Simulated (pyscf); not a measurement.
Structures and frequencies: ωB97X-D3(BJ)/def2-SVP in PySCF. Correlated levels are frozen-core, on RHF or UHF. ΔMP2 is the change of the MP2 total energy from the triple- to the quadruple-zeta basis.

Task: `[CH3][O][GeH3]` → `[GeH2]` [singlet] + `[CH3][OH]`
Surface: singlet. Broken: Ge–O, Ge–H. Formed: H–O. Give ΔE‡ and ΔE from CCSD(T)/def2-TZVPP + ΔMP2(QZVPP), relative to the reactant's lowest minimum found.

Result: ΔE‡ = 59.6 kcal/mol, ΔE = +46.2 kcal/mol. Zero-point energy shifts the barrier by -1.8 kcal/mol. It is a 1,1-elimination, with an imaginary mode of 1549i cm⁻¹. On the product side the descent ends in an adduct with a Ge–O contact, 19.6 kcal/mol under the separated species and 33.2 kcal/mol under the saddle at ωB97X-D3(BJ)/def2-TZVP. What is counted as broken (Ge–O) persists as a longer contact in the product adduct; parting that adduct is a step of its own. At ωB97X-D3(BJ) the barrier from the zero used here is 62.6 kcal/mol. This is the saddle that the search found; another between the same sides may lie lower. The CCSD(T) − MP2 part came from Ansatz, without density fitting, on the same reference. The frozen core leaves the outer d or s,p core shells of the metals and heavy elements correlated in the MP2 and CC values, and def2-TZVPP describes them poorly, which can shift differences by a few kcal/mol. Elements up to Kr have no core potential and no relativistic terms here.
